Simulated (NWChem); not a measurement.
## Correlation energy of H3Si

SMILES: [SiH3]
```xyz
4

Si    -0.0007     0.0804     0.0000
H      1.4375    -0.3636     0.0000
H     -0.7142    -0.3810     1.2423
H     -0.7142    -0.3810    -1.2423
```
Charge 0, spin multiplicity 2.

The numbers come from NWChem runs, not from measurements. The geometry was optimised at UPBE/def2-SVP, a minimum by its harmonic frequencies.

Basis set: def2-SVP. Each correlation energy counts from its own Hartree-Fock reference.

The correlated methods keep 5 core orbitals frozen. The structure started from a generated list of species. The unpaired electrons of the parent sit in orbitals of symmetry a' (Cs labels of the run); other states weren't searched. No SCF solution was tested for a lower state. Open-shell Hartree-Fock references start from PBE0 orbitals. Coupled-cluster values serve here as a point of comparison, not as the truth.

Task: For the correlation energy, UMP2 gives -93.6 mHa and SCS-UMP2 gives -102.6 mHa. What do CCSD on UHF, CCSD[T] on UHF, CCSD(T) on UHF give?

Result: CCSD on UHF: -119.6 mHa; CCSD[T] on UHF: -121.8 mHa; CCSD(T) on UHF: -121.7 mHa.
